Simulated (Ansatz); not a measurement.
Two shapes of doublet C2H4O(+).

Shape 1:

```xyz
7

O     0.7735    0.1898   -0.2014
C    -0.2284   -0.7724   -0.1482
C    -0.4477    0.5798    0.3365
H    -0.0640   -1.5808    0.5570
H    -0.6389   -1.0771   -1.1058
H    -1.0214    1.2810   -0.2611
H    -0.4505    0.7798    1.4035
```

Shape 2:

```xyz
7

O     0.8181    0.2014   -0.2132
C    -0.2644   -0.7841   -0.1393
C    -0.4846    0.5726    0.3471
H    -0.0563   -1.5804    0.5565
H    -0.6321   -1.0757   -1.1096
H    -1.0149    1.2843   -0.2643
H    -0.4428    0.7820    1.4034
```

Basis set: def2-SVP (spherical functions). Correlated methods keep 3 orbitals frozen. Charge 1, multiplicity 2.

Computed with Ansatz (development build ahead of 0.2.0); each method stands on the lowest determinant of its kind that the runs found.

Problem. Which shape is lower in energy, and by how much in each method?

Solution.

```csv
method,E(2) − E(1) (eV)
UHF,-0.224
UHF-MP2,-0.155
```

Shape 2 is lower.
